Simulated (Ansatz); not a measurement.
## AlCl$_{3}$, singlet in 6-31G: errors against RCCSDT(Q)

Geometry: MP2(full)/6-31G*, from the G2/97 set.

```tsv
atom	x (Å)	y (Å)	z (Å)
Al	0.0000	0.0000	0.0000
Cl	0.0000	2.0690	0.0000
Cl	1.7918	-1.0345	0.0000
Cl	-1.7918	-1.0345	0.0000
```

Basis 6-31G; Ansatz 0.2.0. Only valence electrons are correlated (noble-gas cores frozen), which leaves 24 electrons in 32 orbitals. R marks a restricted (for open shells ROHF) determinant. Active spaces: valence = (18e, 13o, short of the full valence) chosen from the atoms' valence shells.

Full CI isn't at hand for all of this; RCCSDT(Q) serves as the reference, and is uncertain by about the last step of the cluster series.

```
UHF ⟨S²⟩                          : 0.000
T1 diagnostic (RCCSD)             : 0.0122
largest doubles amplitude (RCCSD) : 0.024
```

```csv
level,E − E(RCCSDT(Q)) (kJ/mol),share of correlation (%),wall time
RHF,452.1,0.00,–
RMP2,60.0,86.74,–
CISD,44.2,90.22,2.6 s
RCCSD,11.8,97.40,–
RCCSD(T),1.5,99.66,0.82 s
BCCD(T),1.3,99.71,1.2 s
RCCSDT,0.1,99.97,–
CASSCF (valence space),320.1,29.21,–
NEVPT2 (valence space),51.8,88.55,25 s (H100)
MRCISD (valence space),20.6,95.45,–
MRCISD+Q (valence space),3.9,99.13,28 s (H100)
```

The correlation energy at RCCSDT(Q), counted from RHF, is -4.686 eV. That run took 13 s on 1 thread of AMD EPYC 7R13, shared host.

Times hold each run's SCF and search for its determinant on a shared host, so for small cases they say little of a method's own cost; rows without a card ran on 1 thread of AMD EPYC 7R13.

Natural occupations of CASSCF (valence space) about the gap: 1.993 1.993 1.985 1.982 1.982 0.031 0.020 0.016 0.016; effectively unpaired electrons, Σ n²(2−n)², 0.01.

Atomization energy (electronic, same basis, no zero-point term; atoms at the same level, unrestricted beside the R rows where the molecule is a closed shell, with restricted open-shell steps beyond CCSDT(Q)) at RCCSDT(Q): 862.5 kJ/mol. Errors of other levels:

```
   level  error (kJ/mol)
     RHF          -131.5
    RMP2            17.3
    CISD           -38.1
   RCCSD            -8.7
RCCSD(T)            -1.0
 BCCD(T)            -0.7
  RCCSDT            -0.3
```

This basis is far from its limit, so the value isn't to be set against a measured one. Truncated CI isn't size-consistent, which counts against it in atomization.
